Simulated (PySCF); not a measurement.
**Molecular orbitals of Si2**

PBE0 at R = 2.260 Å; Si def2-TZVP; no relativity (PySCF 2.14). State: ³Σg⁻ (triplet), unpaired electrons π ↑↑. Only the outer orbitals are listed.

```
spin  orbital  occ.  ε (eV)  main shells (%)
   α       σg     1  -14.97       88 s, 11 p
   α       σu     1  -10.49       88 s, 10 p
   α       πu     1   -6.66             95 p
   α       πu     1   -6.66             95 p
   α       σg     1   -6.05       85 p, 14 s
   α       πg     0   -2.27             98 p
   α       πg     0   -2.27             98 p
   β       σg     1  -13.54        89 s, 9 p
   β       σu     1   -9.64       85 s, 15 p
   β       σg     1   -5.79       87 p, 12 s
   β       πu     0   -3.58             98 p
   β       πu     0   -3.58             98 p
   β       πg     0   -1.08             95 p
```

Question: Which are the highest filled and the lowest empty level, where do they sit, and how wide is the gap?

Answer: Highest filled β σg at -5.79 eV (in %: 87 p, 12 s); lowest empty β πu at -3.58 eV (in %: 98 p); the gap at PBE0 is 2.21 eV.

```json
{
  "bond order (Mayer)": "1.95",
  "⟨S²⟩": "2.008",
  "polarisability along the bond": "109.6 bohr³",
  "polarisability across the bond": "69.5 bohr³"
}
```

The state is the lowest determinant that a PBE0 search found; another state may lie lower at other levels.
